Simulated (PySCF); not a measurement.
**SiH2F (SMILES F[SiH2]) at U-r2SCAN/STO-6G**

What is the energy change on altering one bond length of SiH2F at U-r2SCAN/STO-6G? Input form: a Python script.

The calculation is run with PySCF 2.14.0.

10 further runs of the same task are left out: 10 set aside as unsound or not needed.

## 1. The system as given

The species is SiH2F (4 atoms), meant as a doublet with charge 0. As SMILES, `F[SiH2]`. The shape is that of a GFN2-xTB optimisation.

Bond lengths: F1–Si2 1.621 Å, Si2–H3 1.448 Å, Si2–H4 1.448 Å. Angles: F1–Si2–H3 104.7°, F1–Si2–H4 104.7°, H3–Si2–H4 120.2°.

## 2. The energy at U-r2SCAN/STO-6G

The input, job.py:

```python
# F[SiH2]
from pyscf import gto, dft

mol = gto.M(
    atom='''
F      2.278235     1.223673    -0.804097
Si    -0.230830    -0.500626    -0.466517
H     -2.305334     1.282217    -0.494428
H      0.257929    -2.005264     1.765042
''',
    charge=0,
    max_memory=1860,
    unit='bohr',
    basis='sto-6g',
    verbose=3,
    spin=1,
)

myscf = dft.UKS(mol)
myscf.xc = 'r2scan'
myscf.conv_tol = 1e-10
myscf.grids.level = 5
myscf.kernel()
if not myscf.converged:
    myscf = myscf.newton().run(myscf.mo_coeff, myscf.mo_occ)

energy = myscf.e_tot
print(f'total energy: {energy:.8f} hartree')
```

The run is started by

```
$ OMP_NUM_THREADS=1 python job.py
```

Output:

```text
converged SCF energy = -388.85946617856  <S^2> = 0.75043765  2S+1 = 2.0004376
total energy: -388.85946618 hartree
```

Wall time 9 s (1 thread of Arm Neoverse N1, shared host); peak memory 0.2 GiB.

## 3. The distorted shape

The input, calc.py:

```python
from pyscf import gto, dft

molecule = gto.Mole()
molecule.atom = '''
F      0.740038     2.080735    -2.551110
Si    -0.587702     1.168275    -2.372470
H     -1.685482     2.111715    -2.387240
H      0.136490    -1.061140     0.934020
'''
molecule.basis = 'sto-6g'
molecule.max_memory = 1860
molecule.verbose = 4
molecule.charge = 0
molecule.spin = 1
molecule.build()

mf = dft.UKS(molecule)
mf.xc = 'r2scan'
mf.conv_tol = 1e-10
mf.grids.level = 5
mf.kernel()
if not mf.converged:
    mf = mf.newton().run(mf.mo_coeff, mf.mo_occ)

energy = mf.e_tot
print('E(%s) = %.9f' % ('R2SCAN', energy))
```

The run is started by

```
$ OMP_NUM_THREADS=1 python calc.py
```

Output:

```text
PySCF version 2.14.0

[INPUT] num. atoms = 4
[INPUT] num. electrons = 25
[INPUT] charge = 0
[INPUT] spin (= nelec alpha-beta = 2S) = 1
[INPUT] symmetry False subgroup None
[INPUT] Mole.unit = angstrom
[INPUT] Symbol           X                Y                Z      unit          X                Y                Z       unit  Magmom
[INPUT]  1 F      0.740038000000   2.080735000000  -2.551110000000 AA    1.398469141771   3.932019287797  -4.820899213639 Bohr   0.0
[INPUT]  2 Si    -0.587702000000   1.168275000000  -2.372470000000 AA   -1.110595822859   2.207719788176  -4.483318538747 Bohr   0.0
[INPUT]  3 H     -1.685482000000   2.111715000000  -2.387240000000 AA   -3.185099367884   3.990563003136  -4.511229793607 Bohr   0.0
[INPUT]  4 H      0.136490000000  -1.061140000000   0.934020000000 AA    0.257928718742  -2.005263979821   1.765041994866 Bohr   0.0

[... 44 lines left out ...]
WARN: HOMO -0.17954204763881 >= LUMO -0.179542047638811
[... 50 lines left out ...]
converged SCF energy = -388.725972561399  <S^2> = 0.75002493  2S+1 = 2.0000249
E(R2SCAN) = -388.725972561
```

Run time: 9.9 s. Hardware: 1 thread of Arm Neoverse N1, shared host; peak memory 0.2 GiB.

## 4. Outcome

Level: U-r2SCAN/STO-6G.

```
                                                          quantity          value
                                         first shape: total energy  -388.85947 Eh
                                        first shape: dipole moment         0.75 D
                   first shape: HOMO energy (highest over α and β)       -1.47 eV
                    first shape: LUMO energy (lowest over α and β)        0.88 eV
                                                 first shape: ⟨S²⟩          0.750
                                     distorted shape: total energy  -388.72597 Eh
                                    distorted shape: dipole moment         0.21 D
               distorted shape: HOMO energy (highest over α and β)       -1.72 eV
                distorted shape: LUMO energy (lowest over α and β)        1.17 eV
                                             distorted shape: ⟨S²⟩          0.750
energy change with the Si2–H4 bond stretched from 1.448 to 4.053 Å       3.633 eV
```

**Reading.** With the Si2–H4 bond stretched from 1.448 to 4.053 Å the energy rises by 3.63 eV (350 kJ/mol). The first shape isn't relaxed at this level, so the change isn't measured from a minimum. The minimal basis adds a large error of its own. Mulliken charges (first shape) run from -0.23 on F1 to +0.53 on Si2. Mulliken charges (distorted shape) run from -0.22 on F1 to +0.43 on Si2.
